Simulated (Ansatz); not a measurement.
# CH₃Li: one structure at several levels

The task here is to estimate one member of a computed series from the others.

Program: Ansatz 0.2.0, Gaussian basis. Level of theory: single points in def2-TZVPP. These are calculated values, not measurements.

Cores are frozen in the correlated methods. The outer core shell of Li, Na, Mg and K is correlated.

### The starting structure

5 atoms, charge 0, spin multiplicity 1.

Atoms are counted from 1 here; the program's logs count them from 0.

Bond lengths: Li1–C2 1.925 Å, C2–H3 0.765 Å, C2–H5 1.190 Å. Angles: Li1–C2–H3 112.9°, Li1–C2–H5 111.3°, H3–C2–H5 106.0°.

Coordinates:

```xyz
5

Li    1.3238    0.8123   -0.7624
C    -0.0752   -0.2832   -0.0220
H    -0.0423   -1.0092   -0.2594
H    -0.1259    0.1460    1.3490
H    -1.1502    0.1162   -0.3392
```

The first run:

run/in.yaml

```yaml
crystal:
  periodic: [false, false, false]
  atoms:
    - {symbol: Li, position_ang: [1.323800, 0.812300, -0.762400]}
    - {symbol: C, position_ang: [-0.075200, -0.283200, -0.022000]}
    - {symbol: H, position_ang: [-0.042300, -1.009200, -0.259400]}
    - {symbol: H, position_ang: [-0.125900, 0.146000, 1.349000]}
    - {symbol: H, position_ang: [-1.150200, 0.116200, -0.339200]}
basis:
  gaussian: {orbitals: def2-TZVPP}
correlation: {method: ccsd_t}
output: {forces: true}
```

The command line of these runs was not kept.

Among the steps run: CCSD(T)/def2-TZVPP; PBE0-D4/def2-TZVPP; wB97M-V/def2-TZVPP; r2SCAN-D4/def2-TZVPP; PBE-D4/def2-TZVPP; revPBE-D4/def2-TZVPP; SPW92/def2-TZVPP.

One of the session's tables, all rows but one given; the rest of the session is left out.

```
   method  RMS force component (eV/Å)  angle to CCSD(T) forces (°)  dipole (D)
  CCSD(T)                      12.105                    reference        5.76
  PBE0-D4                      12.115                          0.3        5.64
  wB97M-V                           ?                            ?           ?
r2SCAN-D4                      12.042                          0.2        5.68
   PBE-D4                      12.054                          0.4        5.37
revPBE-D4                      12.037                          0.7        5.36
    SPW92                      12.130                          0.6        5.40
```

Q: Estimate the row for wB97M-V from the others.

As computed: RMS force component (eV/Å): 12.016; angle to CCSD(T) forces (°): 0.4; dipole (D): 5.63. In the column «RMS force component (eV/Å)» it is the lowest.
